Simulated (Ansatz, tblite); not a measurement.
# The cluster Co3W+: rung by rung

One table from this session's results is given with a row withheld; the runs are named, their logs left out.

Method: as each input shows; program: Ansatz 0.2.0, Gaussian basis.

Levels to be run: GFN1-xTB, GFN2-xTB, PBE-D4/def2-TZVP, r2SCAN-D4/def2-TZVP, LDA/def2-TZVP, CAM-B3LYP-D4/def2-TZVP, LC-ωPBE(0.10)/def2-SVP, LC-ωPBE(0.15)/def2-SVP, LC-ωPBE(0.20)/def2-SVP, LC-ωPBE(0.30)/def2-SVP, PBE-D4/def2-SVP, PBE0-D4/def2-SVP, MP2/def2-TZVP, RPA/def2-TZVP.

7 further runs of the same task are left out: 1 for a known fault of the program, 4 that didn't finish, 2 set aside as unsound or not needed. Runs told in other sessions of the task aren't counted.

## The relaxed structure

The septet was relaxed beforehand with PBE-D4/def2-SVP. At that level it is the lowest of the isomers that a small search found.

4 atoms, charge 1, spin multiplicity 7.

Bond lengths: Co1–Co3 2.178 Å, Co1–W4 2.155 Å, Co2–Co3 2.180 Å, Co2–W4 2.153 Å, Co3–W4 2.685 Å. Angles: Co3–Co1–W4 76.6°, Co3–Co2–W4 76.6°, Co1–Co3–Co2 100.7°, Co1–Co3–W4 51.3°, Co2–Co3–W4 51.2°, Co1–W4–Co2 102.4°, Co1–W4–Co3 52.1°, Co2–W4–Co3 52.2°.

W takes a core potential in the def2 sets. No spin-orbit coupling is included. The ion is computed in the gas phase, without counter-ions or solvent.

PBE0-D4/def2-TZVP was run before; its log isn't repeated, and its numbers join the tables.

Set-up of the first run:

Tight binding, by tblite at 300 K electronic temperature and without a spin-polarisation term:

```python
tblite.interface.Calculator('GFN1-xTB', numbers, positions, charge=1, uhf=6).singlepoint()
```

Tight binding, by tblite at 300 K electronic temperature and without a spin-polarisation term:

```python
tblite.interface.Calculator('GFN2-xTB', numbers, positions, charge=1, uhf=6).singlepoint()
```

start.molden holds the orbitals of an earlier run on this state, given as this run's starting guess.

in.yaml reads:

```yaml
crystal:
  periodic: [false, false, false]
  atoms:
    - {symbol: Co, position_ang: [-1.421421, -0.005859, -0.902738]}
    - {symbol: Co, position_ang: [1.346804, 0.257134, 0.977028]}
    - {symbol: Co, position_ang: [0.727025, 0.287442, -1.112388]}
    - {symbol: W, position_ang: [-0.652398, -0.538716, 1.038098]}
basis:
  gaussian: {orbitals: def2-TZVP, initial_orbitals: start.molden}
total_charge: 1
magnetization: {spin_polarized: true, initial_magnetization: 6}
hamiltonian: {xc: pbe, dispersion: d4}
scf: {omitted_lower_state_checks: [starts]}
output: {orbitals: {seedname: orbitals}}
```

On the command line:

```console
ansatz run in.yaml --threads 4 --pin off --events-out ev --progress --plain --max-ram 4787MiB
```

Steps of the session up to this table: PBE-D4/def2-TZVP; r2SCAN-D4/def2-TZVP; LDA/def2-TZVP; CAM-B3LYP-D4/def2-TZVP; LC-ωPBE(0.10)/def2-SVP; LC-ωPBE(0.15)/def2-SVP; LC-ωPBE(0.20)/def2-SVP; LC-ωPBE(0.30)/def2-SVP; PBE-D4/def2-SVP; PBE0-D4/def2-SVP; MP2/def2-TZVP; RPA/def2-TZVP.

One of the session's tables, all rows but one given; the rest of the session is left out.

It belongs to the step «Levels side by side». 

| level | HOMO (eV) | LUMO (eV) | gap (eV) |
| --- | --- | --- | --- |
| LDA/def2-TZVP | -9.25 | -9.28 | -0.03 |
| PBE-D4/def2-SVP | -8.78 | -8.48 | 0.30 |
| PBE-D4/def2-TZVP | ? | ? | ? |
| r2SCAN-D4/def2-TZVP | -9.15 | -8.13 | 1.01 |
| PBE0-D4/def2-SVP | -9.43 | -7.01 | 2.42 |
| PBE0-D4/def2-TZVP | -9.75 | -7.22 | 2.53 |
| CAM-B3LYP-D4/def2-TZVP | -10.92 | -6.34 | 4.58 |
| LC-ωPBE(0.10)/def2-SVP | -10.22 | -7.06 | 3.17 |
| LC-ωPBE(0.15)/def2-SVP | -10.70 | -6.45 | 4.26 |
| LC-ωPBE(0.20)/def2-SVP | -11.02 | -5.84 | 5.19 |
| LC-ωPBE(0.30)/def2-SVP | -11.43 | -5.17 | 6.26 |

Q: Estimate the row for PBE-D4/def2-TZVP from the others.

**Answer.** HOMO (eV): -9.09; LUMO (eV): -8.84; gap (eV): 0.25. In the column «HOMO (eV)» it lies between r2SCAN-D4/def2-TZVP (-9.15) and PBE-D4/def2-SVP (-8.78).

Limits of these values: LDA leaves an empty level below a filled one, so this occupation isn't an aufbau state there; left out of the range.
